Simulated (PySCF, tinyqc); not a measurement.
RHF in the sto-3g basis, for H2O, spin multiplicity 1, step by step. The lowest restricted solution is unstable here: a spin-polarised one lies 0.0008 hartree lower (PySCF). One step of it, computed by the program tinyqc.

Task: Iteration 2: DIIS coefficients. Solve [B -1; -1 0][c; lambda] = [0; -1] for the coefficients, which sum to one.

B (overlaps of the stored error matrices):
```
               1              2
1  7.1397242e+02  3.7027603e+00
2  3.7027603e+00  1.5203743e+00
```

Give: DIIS coefficients.

Result:

DIIS coefficients: -0.003  1.003
